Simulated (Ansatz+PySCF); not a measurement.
Values are calculated unless marked as measured or tabulated.
## Ansatz (development build ahead of 0.2.0) run

```yaml
crystal:
  periodic: [false, false, false]
  atoms:
    - { symbol: B, position_ang: [0.0, 0.0, 0.0] }
    - { symbol: O, position_ang: [0.44255, 0.59007, 1.27753] }
basis:
  gaussian: { orbitals: STO-3G }
magnetization:
  initial_magnetization: 1
hamiltonian:
  xc: hf
correlation:
  method: fci
  frozen_orbitals: { B: 1, O: 1 }
```

The input is written out in the form of the current development build from the run's settings.

Results

```json
{
 "Converged": "yes",
 "Total energy": "-98.23366 hartree",
 "State": "lowest doublet root, of any spatial symmetry"
}
```
